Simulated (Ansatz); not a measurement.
Gas-phase electronic energies from Ansatz, PBE0-D4/def2-TZVP geometries. CBS: MP2 limit from def2 TZ/QZ plus the TZ coupled-cluster correction, frozen cores. This one scheme is used for every species, atoms too. No spin–orbit coupling; open shells (•) take unrestricted orbitals. Spin–orbit coupling would lower the free atoms: a little for C, O.

`C[C]=O`• → 2 C• + 3 H• + O•  (atomization)

`C[C]=O`•:

```xyz
6

C    -0.328   -0.322   -0.043
C     0.792    0.513    0.495
O     1.335    1.433    0.006
H    -1.156   -0.297    0.669
H    -0.654    0.031   -1.025
H     0.011   -1.358   -0.102
```

```json
{"species": "`C[C]=O`•", "SCS-MP2/def2-QZVPP energy (Eh)": "-152.93962"}
{"species": "C•", "SCS-MP2/def2-QZVPP energy (Eh)": "-37.76798"}
{"species": "H•", "SCS-MP2/def2-QZVPP energy (Eh)": "-0.49998"}
{"species": "O•", "SCS-MP2/def2-QZVPP energy (Eh)": "-74.97413"}
```

Problem. Work out ΔE.

Solution. ΔE = 3 × (-0.49998) + 2 × (-37.76798) + (-74.97413) − (-152.93962) = 0.92959 Eh = +2440.6 kJ/mol. CCSD(T)/CBS gives +2428.4 kJ/mol.

Largest T1 diagnostic among the species: 0.019.

The D4 term adds +9.5 kJ/mol with B3LYP and +4.9 kJ/mol with PBE0; it sums over pairs of atoms, weighted by their polarisabilities, and B3LYP, whose exchange is more repulsive, gets the larger term. At CCSD(T), def2-SVP lies −99.4 kJ/mol from the extrapolated value and def2-TZVPP −60.3 kJ/mol: correlation converges slowly with the basis, and small sets miss more of it in the bonded molecule than in its fragments. Leaving LDA and LC-ωPBE aside and taking each functional with its dispersion term where it has one, the values, not all of them listed here, spread over 190.3 kJ/mol, from BHLYP-D4 to PBE-D4. LDA lies +307.2 kJ/mol from PBE without D4, its usual overbinding.

B3LYP here is the variant with VWN-RPA as its local correlation; programs differ in this.

For atomizations the MP2-based limit and the directly extrapolated one differ by several kJ/mol either way, and by 10 to 25 for some Ge, Se and Sn compounds, so smaller differences from it don't rank the levels.
